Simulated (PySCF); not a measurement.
A species of formula C4H11PS has this rotational fingerprint, computed with PBE0/def2-SVPD in PySCF (dipole) on a GFN2-xTB geometry, gas phase:

- Rotational constants: A = 4841, B = 1042, C = 984.1 MHz
- Dipole components: |μa| = 1.76 D, |μb| = 0.16 D, |μc| = 1.51 D
- Inertial defect: -76.06 u·Å²
- κ: -0.97

Question: Which structure is it? (One computed conformer of each.)
A. `[CH3:1][CH:2]([CH3:3])[CH2:4][PH2:5]=[S:6]` with C1–C2–C4–P5 -62°, C2–C4–P5–S6 -46°
B. `[CH3:1][CH2:2][PH:3][CH2:4][S:5][CH3:6]` with C1–C2–P3–C4 52°, C2–P3–C4–S5 166°, P3–C4–S5–C6 58°
C. `[CH3:1][CH2:2][CH2:3][P@@H:4]([CH3:5])=[S:6]` with C1–C2–C3–P4 -178°, C2–C3–P4–C5 -76°

Answer: B. It is CCPCSC, a near-prolate asymmetric top, point group C1. The candidates at the same level (rigid rotor, commonest isotopes):

| SMILES | A (MHz) | B (MHz) | C (MHz) | μa (D) | μb (D) | μc (D) | Δ (u·Å²) | point group | rotor |
| --- | --- | --- | --- | --- | --- | --- | --- | --- | --- |
| CCPCSC | 4841 | 1042 | 984.1 | 1.76 | 0.16 | 1.51 | -76.06 | C1 | near-prolate asymmetric top |
| CC(C)C[PH2]=S | 4001 | 1211 | 1150 | 3.03 | 2.70 | 0.89 | -104.17 | C1 | near-prolate asymmetric top |
| CCC[P@@H](C)=S | 3277 | 1321 | 1085 | 2.70 | 3.66 | 0.67 | -71.04 | C1 | asymmetric top |

`CCC[P@@H](C)=S` has A 32 % too low; `CC(C)C[PH2]=S` has A 17 % too low. No structure here is proved a minimum.
